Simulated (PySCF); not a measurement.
Point-charge models of `c1cccs1` against its computed dipole.

Coordinates (PBE0-D3(BJ)/def2-SVP, Å) and charges (e) from the PBE0/pcSseg-1 density (PySCF):

| atom | x | y | z | Mulliken | IAO | Hirshfeld | ESP-fitted |
| --- | --- | --- | --- | --- | --- | --- | --- |
| C1 | 0.855 | 0.484 | 0.186 | -0.0798 | -0.1829 | -0.0746 | -0.1259 |
| C2 | -0.529 | 0.819 | 0.220 | -0.0800 | -0.1829 | -0.0746 | -0.1577 |
| C3 | -1.331 | -0.233 | -0.136 | -0.2901 | -0.3253 | -0.0871 | -0.2590 |
| S4 | -0.408 | -1.631 | -0.511 | +0.2479 | +0.3507 | +0.1014 | +0.0752 |
| C5 | 1.069 | -0.815 | -0.195 | -0.2902 | -0.3252 | -0.0870 | -0.2712 |
| H6 | 1.660 | 1.175 | 0.438 | +0.1053 | +0.1606 | +0.0552 | +0.1508 |
| H7 | -0.916 | 1.800 | 0.501 | +0.1053 | +0.1606 | +0.0552 | +0.1596 |
| H8 | -2.418 | -0.262 | -0.197 | +0.1407 | +0.1723 | +0.0558 | +0.2134 |
| H9 | 2.018 | -1.337 | -0.305 | +0.1407 | +0.1722 | +0.0558 | +0.2147 |

Problem. Compute μ = Σ q r for each scheme (1 e·Å = 4.803 D) and compare with the dipole of the full density.

Solution. The full density gives (0.11, 0.45, 0.15) D, 0.49 D in size; dipole vectors point from the negative to the positive end.

| scheme | μx | μy | μz | size (D) | share of the full size (%) | angle to the full dipole (°) |
| --- | --- | --- | --- | --- | --- | --- |
| Mulliken | -0.14 | -0.56 | -0.17 | 0.60 | 122 | 178 |
| IAO | -0.32 | -1.28 | -0.39 | 1.38 | 281 | 178 |
| Hirshfeld | -0.12 | -0.46 | -0.14 | 0.50 | 101 | 179 |
| ESP-fitted | 0.10 | 0.43 | 0.14 | 0.47 | 95 | 1 |

Problem. Which set comes closest?

Solution. Length of the difference vector: ESP-fitted 0.02 D, Hirshfeld 0.99 D, Mulliken 1.09 D, IAO 1.87 D. Closest: ESP-fitted. ESP charges are fitted to the potential around the molecule, whose slowest-falling term is the dipole's. The schemes that divide the density aren't constrained to reproduce the dipole.

Problem. What is left for the Hirshfeld atoms' own dipoles?

Solution. The shares of the density sum to the whole, so what Σ q r misses lies in dipoles about the nuclei. The atomic dipoles sum to (0.11, 0.45, 0.15) − (-0.12, -0.46, -0.14) = (0.23, 0.91, 0.29) D, 0.99 D in size.

Problem. With the origin at the mean of the coordinates, (0.000, 0.000, 0.000) Å, which are the largest single terms, by size, of the ESP-fitted dipole along the direction of the full one?

Solution. H7 +1.23, H6 +1.16, H9 -0.89, H8 -0.88, C5 +0.74 D; all 9 atoms together +0.47 D. The single terms depend on the origin, their sum doesn't.

Problem. Give the size of the full dipole in other units.

Solution. 0.49 D = 0.193 au = 0.102 e·Å = 1.64 × 10⁻³⁰ C·m.

Isolated species at its PBE0-D3(BJ)/def2-SVP geometry, gas phase.
